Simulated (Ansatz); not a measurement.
# CHAlP+ (quintet): the correlation ladder, cc-pVDZ

How much of the correlation energy of CHAlP+ (quintet) does each wave-function method recover here?

The runs use Ansatz 0.2.0, Gaussian basis; cc-pVDZ, core rule «outside noble gas», up to 11 orbitals frozen.

To be run: UHF; CCSD(T) on ROHF; CCSD(T) on UHF; BCCD(T) on ROHF; CISD; CCSDT(Q) on ROHF; CCSDT(Q) on UHF.

26 further runs of the same task are left out: 13 that didn't finish, 13 set aside as unsound or not needed.

## (1) The system

The geometry is a PBE0/def2-TZVP stationary point (not a proven minimum) of the parent state, kept for this charge and spin.

4 atoms, charge 1, spin multiplicity 5.

Atoms are counted from 1 here; the program's logs count them from 0.

Bond lengths: C1–Al2 1.897 Å, Al2–P3 2.151 Å, P3–H4 1.441 Å. Angles: C1–Al2–P3 179.8°, Al2–P3–H4 79.7°.

Geometry (Å):

```xyz
4
CHAlP
C     0.0000    0.0400    2.5412
Al    0.0000   -0.0079    0.6448
P     0.0000   -0.0532   -1.5055
H     0.0000    1.3698   -1.2774
```

## (2) UHF

in.yaml reads:

```yaml
crystal:
  periodic: [false, false, false]
  atoms:
    - {symbol: C, position_ang: [0.000000, 0.039970, 2.541179]}
    - {symbol: Al, position_ang: [0.000000, -0.007874, 0.644798]}
    - {symbol: P, position_ang: [0.000000, -0.053217, -1.505512]}
    - {symbol: H, position_ang: [0.000000, 1.369829, -1.277445]}
basis:
  gaussian: {orbitals: cc-pVDZ}
total_charge: 1
magnetization: {spin_polarized: true, initial_magnetization: 4}
hamiltonian: {xc: hf}
output: {orbitals: {seedname: orbitals}}
```

On the command line:

```bash
ansatz run in.yaml --threads 1 --pin off --events-out ev --progress --plain --max-ram 2393MiB
```

Further steps of the session: CCSD(T) on ROHF; CCSD(T) on UHF; BCCD(T) on ROHF; CISD; CCSDT(Q) on ROHF; CCSDT(Q) on UHF.

Before running them: what should the planned runs give, taken together? Wanted: UCCSDT(Q) below the RHF energy; RMP2 from UCCSDT(Q); UMP2 from UCCSDT(Q); RCCSD from UCCSDT(Q); RCCSD(T) from UCCSDT(Q); UCCSD(T) from UCCSDT(Q); RCCSDT(Q) from UCCSDT(Q); T1 diagnostic.

The runs gave:

```
                         quantity                      value
   UCCSDT(Q) below the RHF energy                 -6.6558 eV
              RMP2 from UCCSDT(Q)              +134.5 kJ/mol
              UMP2 from UCCSDT(Q)              +136.0 kJ/mol
             RCCSD from UCCSDT(Q)               +26.9 kJ/mol
          RCCSD(T) from UCCSDT(Q)                +6.2 kJ/mol
          UCCSD(T) from UCCSDT(Q)                +6.1 kJ/mol
         RCCSDT(Q) from UCCSDT(Q)                +0.2 kJ/mol
levels within 1 kcal/mol (43 meV)  RCCSDT, UCCSDT, RCCSDT(Q)
                    T1 diagnostic                      0.028
```

In words: RCCSD(T) lands +6.2 kJ/mol from the yardstick (1.0 % of the correlation energy). These misses are within one basis, not against nature; the frozen cores of restricted and unrestricted runs differ, which can shift their rows.
